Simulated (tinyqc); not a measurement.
RHF in the sto-6g basis, for NH3, spin multiplicity 1, step by step. One step of it, computed by the program tinyqc.

Question. Orthogonalisation. S = U s U^T; symmetric (Loewdin) form X = U s^(-1/2) U^T, so that X^T S X = 1.

overlap S, lower triangle:
```
           1N 1s     1N 2s     1N 2px     1N 2py     1N 2pz     2H 1s     3H 1s     4H 1s
1N 1s   1.000000
1N 2s   0.229416  1.000000
1N 2px  0.000000  0.000000   1.000000
1N 2py  0.000000  0.000000   0.000000   1.000000
1N 2pz  0.000000  0.000000   0.000000   0.000000   1.000000
2H 1s   0.047346  0.432758   0.369667   0.000000  -0.156273  1.000000
3H 1s   0.047383  0.432956  -0.184770   0.320292  -0.156371  0.168882  1.000000
4H 1s   0.047383  0.432956  -0.184770  -0.320292  -0.156371  0.168882  0.168824  1.000000
```

Give: eigenvalues of S; X.

Answer.

eigenvalues of S: 0.333  0.455  0.455  0.915  1.067  1.376  1.376  2.023

X, lower triangle:
```
         1N 1s   1N 2s  1N 2px  1N 2py  1N 2pz   2H 1s   3H 1s  4H 1s
1N 1s    1.023
1N 2s   -0.143   1.294
1N 2px   0.000   0.000   1.110
1N 2py   0.000   0.000   0.000   1.110
1N 2pz   0.009  -0.097   0.000   0.000   1.034
2H 1s    0.019  -0.263  -0.253   0.000   0.094   1.183
3H 1s    0.019  -0.264   0.126  -0.219   0.094  -0.042   1.183
4H 1s    0.019  -0.264   0.126   0.219   0.094  -0.042  -0.042  1.183
```
